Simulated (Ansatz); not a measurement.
```yaml
crystal:
  periodic: [false, false, false]
  atoms:
    - {symbol: As, position_ang: [-0.117185, -0.209170, -0.320934]}
    - {symbol: F, position_ang: [1.362450, -0.184872, 0.623001]}
    - {symbol: F, position_ang: [-0.862210, 1.076721, 0.613061]}
    - {symbol: H, position_ang: [-0.718374, -1.262371, 0.557264]}
basis:
  gaussian: {orbitals: def2-TZVP}
hamiltonian: {xc: pbe0}
relax: {f_tol: 0.004, max_steps: 80}
```

```sh
$ ansatz run in.yaml --threads 1 --pin off --events-out ev --progress --plain --max-ram 2176MiB
```

Steps of the relaxation (energy above the last step; positions in Å, forces in eV/Å):

```
4
step 1, 48.7 meV
As   -0.117   -0.209   -0.321    0.592    1.050    0.717
F     1.362   -0.185    0.623   -0.309   -0.104   -0.499
F    -0.862    1.077    0.613    0.073   -0.321   -0.498
H    -0.718   -1.262    0.557   -0.356   -0.626    0.280
```

```
4
step 2, 10.4 meV
As   -0.108   -0.192   -0.277    0.264    0.465    0.013
F     1.399   -0.184    0.605   -0.380   -0.057   -0.120
F    -0.880    1.108    0.595    0.147   -0.356   -0.117
H    -0.746   -1.311    0.549   -0.030   -0.052    0.224
```

```
4
step 3, 0.8 meV
As   -0.102   -0.181   -0.290    0.046    0.081    0.147
F     1.387   -0.193    0.607   -0.126    0.009   -0.068
F    -0.882    1.094    0.597    0.073   -0.104   -0.067
H    -0.739   -1.299    0.559    0.008    0.013   -0.011
```

```
4
step 5, 0.0 meV
As   -0.102   -0.182   -0.288    0.000    0.000    0.003
F     1.382   -0.190    0.606    0.000   -0.002   -0.001
F    -0.876    1.091    0.596   -0.002   -0.001   -0.001
H    -0.739   -1.299    0.558    0.002    0.003   -0.001
```

Close pairs at the end: As1–H4 1.540 Å, As1–F2 1.733 Å, As1–F3 1.733 Å.

A stationary point of restricted PBE0 after 5 steps (its stability towards spin polarisation wasn't tested); no frequencies were run, so it isn't proven a minimum. 13 s on 1 thread of Intel Xeon 6975P-C, shared host.
